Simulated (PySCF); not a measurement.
methane (CH₄), SMILES C. Geometry optimised at PBE0-D3(BJ)/def2-TZVPD.

Computed equilibrium geometry at PBE0-D3(BJ)/def2-TZVPD (PySCF confirms it by a frequency run) as bond lengths and angles, and its point group:
point group Td.
Atoms: C1 H2 H3 H4 H5. Bond lengths (Å): C1–H2 1.090, C1–H3 1.090, C1–H4 1.090, C1–H5 1.090. Bond angles (°): H2–C1–H3 109.5, H2–C1–H4 109.5, H2–C1–H5 109.5, H3–C1–H4 109.5, H3–C1–H5 109.5, H4–C1–H5 109.5.
